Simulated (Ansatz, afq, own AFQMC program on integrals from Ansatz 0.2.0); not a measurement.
AlH4, doublet: AFQMC among the cluster methods

```xyz
5

Al   -0.0957    0.0000    0.0000
H    -0.8886    1.3734    0.0000
H    -0.8886   -1.3734    0.0000
H     1.7973    0.0000    0.0000
H     2.5423    0.0000    0.0000
```

Basis cc-pVTZ. Noble-gas cores (and the filled d shells of Ga–Kr and In–Xe) are frozen. Integrals, coupled cluster, full CI and functionals: Ansatz 0.2.0; the random walks run on the same integrals in our own AFQMC program. The CISD trial takes its coefficients from CCSD amplitudes. Released means that phaseless walkers are propagated on without the constraint, phases kept. Uncertainties: one standard error, sampling alone.

Determinant: UHF, the one that the program's search chose, which needn't be the lowest solution. The geometry is a point of a scan.

No full CI on the walks' own integrals is used here; CCSDT(Q) serves as the reference and is uncertain by about the last step of the cluster series.

```
T1 diagnostic                               : 0.0137
weight of the determinant in the CISD state : 0.921
⟨S²⟩ of the determinant                     : 0.763
size of the correlated space                : 7 electrons in 85 orbitals
```

Reference: CCSDT(Q), correlation energy -3.752 eV. The released energy is read at 2.40 1/Eh (meV from the phaseless value at times in 1/Eh: -5.5 ± 1.4 at 0.24, -5.3 ± 1.0 at 0.51, -6.2 ± 1.0 at 0.99, -10.5 ± 1.2 at 1.62, -9.9 ± 1.1 at 2.40).

```
         level  E − E(reference) (mEh)  share of correlation (%)
            HF                  137.89                      0.00
           MP2                   30.41                     77.95
          CCSD                    3.04                     97.79
       CCSD(T)                    0.72                     99.47
         CCSDT                    0.06                     99.96
   ph-AFQMC/HF             0.60 ± 0.61                     99.57
 ph-AFQMC/CISD             0.37 ± 0.15                     99.73
released AFQMC             0.01 ± 0.04                     99.99
```

A walk keeps the symmetry of its determinant, which the program's search chose and which needn't be the lowest solution, so a lower state of the same spin and another symmetry isn't excluded. Released energies are given only where the last usable release times agree within the noise; a slower fall can still hide under it.
